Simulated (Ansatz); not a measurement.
A run of Ansatz (development build ahead of 0.2.0) on doublet NH(+) at this shape:

```yaml
atoms:
  - { symbol: N, position_ang: [0.0000, 0.0000, -0.5432] }
  - { symbol: H, position_ang: [0.0000, 0.0000, 0.5432] }
```

Its results:

| Property | Result |
| --- | --- |
| Converged | yes |
| Reference energy | -54.43640 hartree |
| Correlation energy | -0.11921 hartree |
| Total energy | -54.55561 hartree |
| Stability test | minimum among restricted orbitals |

(1) Which input gives this output? Name the method, the orbitals and the basis set, and write the input.

Answers

(1) ROHF-CCSD(T) in def2-SVP.

```yaml
crystal:
  periodic: [false, false, false]
  atoms:
    - { symbol: "N", position_ang: [0.0, 0.0, -0.54324] }
    - { symbol: H, position_ang: [0.0, 0.0, 0.54324] }
basis:
  gaussian: { orbitals: def2-SVP }
total_charge: 1
magnetization:
  initial_magnetization: 1
hamiltonian:
  xc: hf
correlation:
  method: ccsd_t
  frozen_orbitals: { H: 0, "N": 1 }
```
